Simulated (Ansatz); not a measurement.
`C=C(C)CO`, relaxed with RKS PBE-D4/def2-SVP in Ansatz from a rough embedded geometry. The force threshold is 0.03 eV/Å; the program also tests the step.

Total charge 0; spin multiplicity 1.

Start:

```xyz
13

C    -0.831   -0.289    1.347
C    -0.040   -0.121    0.313
C     1.145    0.742    0.443
C    -0.170   -0.753   -1.053
O    -0.452    0.168   -2.024
H    -1.772   -0.941    1.228
H    -0.732    0.208    2.281
H     2.100    0.222    0.218
H     1.241    1.237    1.465
H     1.114    1.615   -0.255
H    -1.072   -1.488   -0.994
H     0.687   -1.334   -1.288
H    -1.218    0.733   -1.680
```

```
step  energy (eV)  largest force (eV/Å)  largest move (Å)
   1   -6311.7918                 4.119             0.000
   2   -6312.1808                 1.334             0.094
   3   -6312.2231                 0.478             0.075
   4   -6312.2397                 0.229             0.064
   5   -6312.2447                 0.117             0.041
   6   -6312.2447                 0.097             0.029
   7   -6312.2460                 0.076             0.027
   8   -6312.2467                 0.029             0.011
```

End:

```xyz
13

C    -0.865   -0.353    1.374
C    -0.026   -0.112    0.346
C     1.164    0.805    0.442
C    -0.255   -0.743   -1.013
O    -0.384    0.223   -2.050
H    -1.729   -1.028    1.260
H    -0.712    0.102    2.366
H     2.109    0.233    0.315
H     1.206    1.341    1.409
H     1.139    1.544   -0.385
H    -1.130   -1.435   -0.965
H     0.629   -1.359   -1.291
H    -1.146    0.782   -1.808
```

Hardware: 4 threads of an Arm Neoverse V1 on a shared host. Wall time 10 s, peak host memory 0.15 GiB.
